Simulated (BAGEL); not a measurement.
# B3LYP/6-311+G(d,p) (density fitting with cc-pvqz-jkfit) run of S2F2 (SMILES FSSF)

Aim: the energy change on altering one bond length of S2F2 at B3LYP/6-311+G** (density fitting with cc-pvqz-jkfit), from 2 runs. 

The results are computed with BAGEL 1.2.2.

4 further runs of the same task are left out: 1 that didn't finish, 3 set aside as unsound or not needed. Runs told in other sessions of the task aren't counted.

**1. The structure to begin with**

S2F2: 4 atoms, total charge 0, spin state singlet. As SMILES, `FSSF`. Geometry: relaxed at PBE0-D4/def2-TZVP.

Bond lengths: F1–S2 1.631 Å, S2–S3 1.890 Å, S3–F4 1.631 Å. Angles: F1–S2–S3 108.6°, S2–S3–F4 108.6°.

**2. The energy at B3LYP/6-311+G(d,p) (density fitting with cc-pvqz-jkfit)**

dft.json reads:

```json
{ "bagel" : [

{
  "title" : "molecule",
  "basis" : "6-311+gss.json",
  "df_basis" : "cc-pvqz-jkfit",
  "angstrom" : true,
  "geometry" : [
    { "atom" : "F", "xyz" : [   -1.783750,   -0.199930,   -0.621590 ] },
    { "atom" : "S", "xyz" : [   -0.467670,    0.764150,   -0.632370 ] },
    { "atom" : "S", "xyz" : [    1.044990,   -0.276390,   -0.184720 ] },
    { "atom" : "F", "xyz" : [    1.206410,   -0.287820,    1.438680 ] }
  ]
},
{
  "title" : "ks",
  "xc_func" : "b3lyp"
},
{
  "title" : "print",
  "file" : "orbitals.molden",
  "orbitals" : true
}

]}
```

The basis set 6-311+G** is read from a file made from the Basis Set Exchange's data (not shown).

On the command line:

```bash
$ BAGEL_NUM_THREADS=1 BAGEL dft.json > dft.out
```

Output:

```text
* using 1 threads per process

  ===============================================================
  ===============================================================

  *** Geometry ***

  { "atom" : "F", "xyz" : [     -3.370799,     -0.377813,     -1.174635 ] },
  { "atom" : "S", "xyz" : [     -0.883768,      1.444034,     -1.195006 ] },
  { "atom" : "S", "xyz" : [      1.974745,     -0.522301,     -0.349070 ] },
  { "atom" : "F", "xyz" : [      2.279784,     -0.543901,      2.718711 ] },

  Number of auxiliary basis functions:      508

  Since a DF basis is specified, we compute 2- and 3-index integrals:
    o Being stored without compression. Storage requirement is 0.044 GB

  Number of basis functions:      104
  Number of electrons      :       50

    * METHOD: MOLECULE                             0.22

  *** Kohn-Sham DFT ***

    * Removing 5929 points whose weight is below 1.00e-10
    * Grid points: 53695

  === Nuclear Repulsion ===
   230.1283191138

       - DIIS with orbital gradients will be used.

  === KS iteration (b3lyp / 6-311+gss.json) ===
      0       -861.68691371          0.47650413           0.28
      1       -770.99931731          0.44555577           0.25
      2       -889.39188921          0.30593242           0.26
      3       -971.74364223          0.17731928           0.26
      4       -975.05442038          0.14622772           0.26
      5       -986.70110054          0.11916981           0.27
      6       -994.44003243          0.05279811           0.27
      7       -994.17011651          0.05174635           0.27
      8       -995.99342614          0.01885919           0.27
      9       -996.06895538          0.01040250           0.28
     10       -996.12811808          0.00203315           0.26
     11       -996.12979610          0.00102027           0.28
     12       -996.13015609          0.00034395           0.28
     13       -996.13020917          0.00005092           0.28
     14       -996.13021031          0.00001974           0.29
     15       -996.13021042          0.00001312           0.28
     16       -996.13021048          0.00000467           0.28
     17       -996.13021050          0.00000113           0.28
     18       -996.13021050          0.00000105           0.28
     19       -996.13021050          0.00000033           0.25
     20       -996.13021050          0.00000006           0.27
     21       -996.13021050          0.00000004           0.28
     22       -996.13021050          0.00000002           0.27
     23       -996.13021050          0.00000001           0.27
    * SCF iteration converged.

    * Permanent dipole moment:
           (   -0.369655,    -0.312291,     0.523150) a.u.

    * METHOD: KS                                   6.69

    * METHOD: PRINT                                0.02

  ===============================================================
```

Wall time 7.2 s (1 thread of Arm Neoverse V2, shared host); peak memory 0.3 GiB.

**3. The distorted shape**

dft.json reads:

```json
{ "bagel": [

{
  "title": "molecule",
  "basis": "6-311+gss.json",
  "df_basis": "cc-pvqz-jkfit",
  "angstrom": "true",
  "geometry": [
    { "atom": "F", "xyz": [      -1.912886,      -0.190786,      -1.920308 ] },
    { "atom": "S", "xyz": [      -0.596806,       0.773294,      -1.931088 ] },
    { "atom": "S", "xyz": [       0.915854,      -0.267246,      -1.483438 ] },
    { "atom": "F", "xyz": [       1.206410,      -0.287820,       1.438680 ] }
  ]
},

{ "title": "ks", "xc_func": "b3lyp" },

{ "title": "print", "file": "orbitals.molden", "orbitals": "true" }

]}
```

The basis set 6-311+G** is read from a file made from the Basis Set Exchange's data (not shown).

On the command line:

```bash
$ BAGEL_NUM_THREADS=1 BAGEL dft.json > dft.out
```

Output:

```text
* using 1 threads per process

  ===============================================================
  ===============================================================

  *** Geometry ***

  { "atom" : "F", "xyz" : [     -3.614831,     -0.360533,     -3.628856 ] },
  { "atom" : "S", "xyz" : [     -1.127800,      1.461314,     -3.649227 ] },
  { "atom" : "S", "xyz" : [      1.730713,     -0.505022,     -2.803292 ] },
  { "atom" : "F", "xyz" : [      2.279784,     -0.543901,      2.718711 ] },

  Number of auxiliary basis functions:      508

  Since a DF basis is specified, we compute 2- and 3-index integrals:
    o Being stored without compression. Storage requirement is 0.044 GB

  Number of basis functions:      104
  Number of electrons      :       50

    * METHOD: MOLECULE                             0.21

  *** Kohn-Sham DFT ***

    * Removing 5074 points whose weight is below 1.00e-10
    * Grid points: 54550

  === Nuclear Repulsion ===
   199.5153333931

       - DIIS with orbital gradients will be used.

  === KS iteration (b3lyp / 6-311+gss.json) ===
      0       -829.34472397          0.45638786           0.27
      1       -493.96126793          0.39275645           0.26
      2       -813.68594821          0.33676174           0.26
      3       -955.90106389          0.13032786           0.26
      4       -951.05718746          0.13750014           0.26
      5       -991.51840982          0.07525784           0.26
      6       -991.69854932          0.09741237           0.26
      7       -995.26550802          0.03311542           0.25
      8       -989.07310630          0.08917361           0.26
      9       -995.83769866          0.01819973           0.26
     10       -995.87259687          0.01747170           0.26
     11       -995.92488691          0.01440973           0.26
     12       -995.99770970          0.00949126           0.26
     13       -996.03669276          0.00181484           0.26
     14       -996.03763422          0.00135873           0.27
     15       -996.03847650          0.00046819           0.25
     16       -996.03860758          0.00012154           0.26
     17       -996.03861561          0.00001087           0.26
     18       -996.03861572          0.00000608           0.26
     19       -996.03861576          0.00000376           0.26
     20       -996.03861578          0.00000187           0.26
     21       -996.03861579          0.00000294           0.26
     22       -996.03861580          0.00000135           0.26
     23       -996.03861580          0.00000135           0.26
     24       -996.03861580          0.00000032           0.25
     25       -996.03861580          0.00000006           0.26
     26       -996.03861580          0.00000004           0.26
     27       -996.03861580          0.00000001           0.25
     28       -996.03861580          0.00000000           0.26
    * SCF iteration converged.

    * Permanent dipole moment:
           (    0.521201,    -0.706391,     2.662901) a.u.

    * METHOD: KS                                   7.67

    * METHOD: PRINT                                0.02

  ===============================================================
```

It took 8.1 s on 1 thread of Arm Neoverse V2, shared host; peak memory 0.31 GiB.

**4. What came out**

Level: B3LYP/6-311+G** (density fitting with cc-pvqz-jkfit).

| quantity | value |
| --- | --- |
| first shape: total energy | -996.13021 Eh |
| first shape: dipole moment | 1.81 D |
| first shape: HOMO energy | -8.47 eV |
| first shape: LUMO energy | -2.16 eV |
| first shape: HOMO–LUMO gap | 6.31 eV |
| distorted shape: total energy | -996.03862 Eh |
| distorted shape: dipole moment | 7.13 D |
| distorted shape: HOMO energy | -8.35 eV |
| distorted shape: LUMO energy | -6.38 eV |
| distorted shape: HOMO–LUMO gap | 1.97 eV |
| energy change with the S3–F4 bond stretched from 1.631 to 2.937 Å | 2.492 eV |

In words: One bond (distorted shape) is far stretched, which a spin-restricted single reference describes badly; a broken-symmetry solution may lie lower. With the S3–F4 bond stretched from 1.631 to 2.937 Å the energy rises by 2.49 eV (240 kJ/mol). The first shape isn't relaxed at this level, so the change isn't measured from a minimum. A restricted reference can't describe the breaking bond well at this length.
